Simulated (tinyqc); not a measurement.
Inside a calculation. Method: Hueckel theory of the pi electrons, for the molecule C=C[CH2-] (SMILES; centres numbered as the heavy atoms are written). One step of it, computed by the program tinyqc.

Task: Orbitals. Diagonalise; E = alpha + x beta with beta < 0, so the largest x are filled first; degenerate levels share their electrons. P = sum n_i c_ri c_si; each orbital has its largest coefficient positive (the first on a tie).

Hueckel matrix in units of beta (H = alpha + beta A):
```
          1C        2C        3C
1C  0.000000  1.000000  0.000000
2C  1.000000  0.000000  1.000000
3C  0.000000  1.000000  0.000000
```

pi electrons, sum of z_r less the charge = 4

Give: x values; occupations; coefficients; charge and bond-order matrix P.

Result:

x values: 1.4142  0.0000  -1.4142

occupations: 2.0000  2.0000  0.0000

coefficients:
```
       MO1      MO2      MO3
1C  0.5000   0.7071  -0.5000
2C  0.7071   0.0000   0.7071
3C  0.5000  -0.7071  -0.5000
```

charge and bond-order matrix P:
```
         1C      2C       3C
1C   1.5000  0.7071  -0.5000
2C   0.7071  1.0000   0.7071
3C  -0.5000  0.7071   1.5000
```
